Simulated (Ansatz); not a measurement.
One elementary step

Start structure (CH₄F, doublet), relaxed at PBE0-D4/def2-TZVP:

H1  (-0.510, 0.608, 0.250)
C2  (-0.372, -0.218, -0.452)
F3  (0.850, -0.807, -0.219)
H4  (1.588, 1.220, 2.207)
H5  (-0.397, 0.158, -1.477)
H6  (-1.159, -0.961, -0.310)
(Å)

The step: CH₃F ([CH3][F]) + H → CH₂F ([CH2][F]) + H₂; bonds formed: H1–H4; bonds broken: H1–C2. Computed with Ansatz 0.2.0 (basis: def2-TZVPP and def2-QZVPP); correlated methods freeze the cores; orbitals are unrestricted. Extrapolation: Hartree–Fock as exp(−7.88 √X), correlation as X^−2.97. Energies below are by CCSD(T) at an estimated basis limit (MP2 extrapolated from triple and quadruple zeta, plus CCSD(T) − MP2 in triple zeta).

(1) What are the electronic barrier and the energy of the step, from the start structure to the end structure? (An estimate is asked for; the value comes from the calculation.)

T1 diagnostic: at most 0.016. ⟨S²⟩ of the unrestricted Hartree–Fock references: 0.75 to 0.79 (a pure state has 0.75).

## Answers

(1) The calculation gives: Barrier 13.51 kcal/mol; step energy -0.94 kcal/mol (downhill); reverse barrier, their difference, 14.45 kcal/mol. Barrier and step energy count from the start structure, the reverse barrier from the end structure.

The saddle point: One imaginary mode of 1258i cm⁻¹.
| pair | start (Å) | saddle (Å) | end (Å) |
| --- | --- | --- | --- |
| H1–H4 | 2.93 | 0.92 | 0.75 |
| H1–C2 | 1.09 | 1.38 | 3.30 |

Zero-point energy (harmonic, PBE0-D4): ZPE is 24.95 kcal/mol at the start and 23.11 kcal/mol at the saddle, so the barrier goes from 13.51 to 11.67 kcal/mol.

Labels in which every atom is bracketed show which atoms are joined, not bond orders.

For scale, one of the runs: CCSD(T)/def2-TZVPP, 118 basis functions, launched by `ansatz run in.yaml --threads 2 --pin off --events-out ev --progress --plain --max-ram 4352MiB`. The run took 16 s on 2 CPU threads of an Arm Neoverse V2 (shared host), with 1.1 GiB of host memory at its peak.
